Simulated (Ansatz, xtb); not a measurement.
**Relaxing a trial structure of COSi+**

The starting geometry of this gas-phase doublet has its atoms placed at random.

```yaml
atoms:
  - { symbol: C, position_ang: [0.3262, 1.1401, 1.1140] }
  - { symbol: O, position_ang: [-0.6895, -0.0436, 0.0326] }
  - { symbol: Si, position_ang: [0.3493, -1.1987, -0.7962] }
```

**Question.** Guess where an optimisation with r2SCAN-D4/def2-SVP ends from this start.

**Answer.** It ends as a structure given below by its coordinates. Distances that change by over a tenth: O2–Si3 (1.76 → 2.11 Å). Contacts that close: C1–O2 (1.90 → 1.16 Å).

The energy falls by 3.69 eV over 12 steps:

| step | E − E(last) (eV) |
| --- | --- |
| 1 | 3.690 |
| 2 | 2.388 |
| 3 | 1.044 |
| 5 | 0.239 |
| 6 | 0.042 |
| 7 | 0.011 |
| 8 | 0.001 |
| 10 | 0.000 |
| 11 | 0.000 |
| 12 | 0.000 |

Final geometry (Å):

```csv
atom,x (Å),y (Å),z (Å)
C,-0.1541,1.1083,1.0344
O,-0.0370,0.2121,0.3145
Si,0.1770,-1.4226,-0.9985
```

From the same start GFN2-xTB reaches the same bonding as this run.

From so rough a start the end depends on the optimiser's path, so another program may land elsewhere. No frequencies were run, so the end isn't proven a minimum. Open shells are spin-unrestricted. Run with Ansatz 0.2.0, 95 s on 2 threads of Intel(R) Xeon(R) Platinum 8259CL CPU @ 2.50GHz (Skylake/Cascade Lake), with other jobs on the host.
